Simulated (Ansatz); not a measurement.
This script drives the Ansatz DFT code, driven from Python.

`c3h7no.py`:
```python
"""Gap between spin states of C3H7NO at one geometry."""

import ansatz as az


def main() -> None:
    mol = (
        az.Crystal.molecule()
        .atom("C", (-1.5104, 0.8674, 0.7961))
        .atom("O", (-0.6452, -0.1864, 0.7023))
        .atom("C", (0.2796, -0.0878, -0.2636))
        .atom("C", (1.2996, -1.2613, -0.2599))
        .atom("N", (0.4207, 0.9134, -1.0607))
        .atom("H", (-2.2699, 0.7125, 1.5855))
        .atom("H", (-1.0032, 1.8402, 1.0354))
        .atom("H", (-2.0781, 1.0336, -0.1583))
        .atom("H", (1.848, -1.2396, 0.6872))
        .atom("H", (1.8781, -1.2504, -1.1113))
        .atom("H", (0.6261, -2.1925, -0.2585))
        .atom("H", (1.2318, 0.7957, -1.6602))
    )

    setup = (
        mol.calculation()
        .basis(gaussian="def2-TZVP")
        .functional("hf")
    )
    found = {}
    for unpaired in [0, 2]:
        report = setup.spin("collinear", total=unpaired).run().report
        s = unpaired / 2
        found[unpaired] = report["free_energy_ev"]
        print(f"2S+1 = {unpaired + 1}: E = {found[unpaired]:.5f} eV, <S^2> = {abs(report['mean_field']['state']['spin_squared']):.3f} (pure state {s * (s + 1):.2f})")
    lowest = min(found, key=found.get)
    for unpaired, e in found.items():
        print(f"multiplicity {unpaired + 1}: {23.060548 * (e - found[lowest]):.1f} kcal/mol above the lowest")


if __name__ == "__main__":
    main()
```

It is started by `python c3h7no.py`. How long does it take on 1 thread of Intel(R) Xeon(R) Platinum 8259CL CPU @ 2.50GHz (Skylake/Cascade Lake) (shared host), and how much memory does it need?

It took about 46 s, with a peak of 0.71 GiB, for 2 runs of the engine.

Running `python c3h7no.py` prints:
```text
2S+1 = 1: E = -6722.91999 eV, <S^2> = 0.000 (pure state 0.00)
2S+1 = 3: E = -6718.65158 eV, <S^2> = 2.025 (pure state 2.00)
multiplicity 1: 0.0 kcal/mol above the lowest
multiplicity 3: 98.4 kcal/mol above the lowest
```

In order: multiplicity 1 (+0.00 eV) and multiplicity 3 (+4.27 eV), all at the one geometry.

What to keep in mind:
- Total energies depend on the basis set; only differences at equal settings carry meaning.
- The geometry is a force-field or estimated start, not a minimum of this method, and the basis set is short of its limit. All parts are taken at fixed geometry, without zero-point energy.
- Hartree-Fock leaves correlation out, so it favours high-spin states too much.
